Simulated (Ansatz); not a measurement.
This geometry of C2H6S2 (10 atoms, charge 0, multiplicity 1) is a first-order saddle point.

Theory: RKS PBE/STO-3G in Ansatz 0.2.0.

```xyz
10
Properties=species:S:1:pos:R:3
S -1.805 0.414 -0.892
C -0.412 0.594 0.300
C 0.330 -0.761 0.583
S 1.162 -1.516 -0.864
H -1.419 1.479 -1.663
H -0.785 0.983 1.274
H 0.317 1.335 -0.086
H -0.408 -1.505 0.946
H 1.052 -0.592 1.412
H 2.051 -0.481 -1.007
```

(1) Which two structures does it join? (They come from a converged band through this point; their orientation in space is the band's.)

(2) How far does it lie above each of them?

Results:

(1) No bond is made or broken. The dihedral H5–S1–C2–H7 goes from -66 to 86°.

Image 0:

```xyz
10
Properties=species:S:1:pos:R:3
S -1.508 0.358 -1.219
C -0.328 0.597 0.172
C 0.339 -0.759 0.581
S 1.244 -1.617 -0.763
H -1.967 1.650 -1.154
H -0.851 1.009 1.063
H 0.469 1.324 -0.103
H -0.449 -1.460 0.924
H 1.006 -0.567 1.450
H 2.129 -0.585 -0.948
```

Image 8:

```xyz
10
Properties=species:S:1:pos:R:3
S -1.620 0.936 -0.911
C -0.366 0.801 0.415
C 0.219 -0.653 0.547
S 0.829 -1.351 -1.039
H -0.888 0.030 -1.667
H -0.830 1.080 1.384
H 0.481 1.506 0.250
H -0.578 -1.340 0.899
H 1.025 -0.656 1.312
H 1.811 -0.404 -1.188
```

(2) 0.038 eV above the first and 0.174 eV above the second. This is the barrier of this one path; another mechanism may lie lower. Limits of this set-up: minimal basis.

The run took 4 min on 1 thread of Intel(R) Xeon(R) Processor @ 2.50GHz (Skylake/Cascade Lake) (shared host), peak memory 0.1 GiB.
